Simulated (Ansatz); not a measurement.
Fluorite CeO2, treated with PBE0 (PAW; Ansatz, a quantum-chemistry and plane-wave program).

Run with plane-wave cutoff 520 eV, 8×8×8 k mesh, no spin polarisation, scalar-relativistic PAW data made under PBE.

Computed at the level's own relaxed cell.

**Question.** Predict the elastic constant C12, Voigt–Reuss–Hill shear modulus (Hill average), Young modulus, elastic constant C44, Voigt–Reuss–Hill bulk modulus and elastic constant C11.

**Answer.** 
* **elastic constant C12**: 112 GPa
* **Voigt–Reuss–Hill shear modulus (Hill average)**: 82.8 GPa
* **Young modulus**: 220 GPa
* **elastic constant C44**: 55.7 GPa
* **Voigt–Reuss–Hill bulk modulus**: 209 GPa
* **elastic constant C11**: 403 GPa

Measured, for comparison: elastic constant C12 105 GPa, elastic constant C44 60 GPa, elastic constant C11 403 GPa (temperature not stated, no zero-point or thermal correction; as tabulated in Atomistic and experimental study on thermal conductivity of bulk and porous …). Computed (rounded) less measured: elastic constant C12 +7 %, elastic constant C44 -7 %, elastic constant C11 0.0 %. A static lattice is as a rule a little smaller and stiffer than an uncorrected measurement, which narrows the difference in the elastic constant C12 and would widen misses of the other sign.

Elastic constants are with the ions relaxed.

Spin–orbit coupling is not included.

The result took very roughly 50 core-minutes.
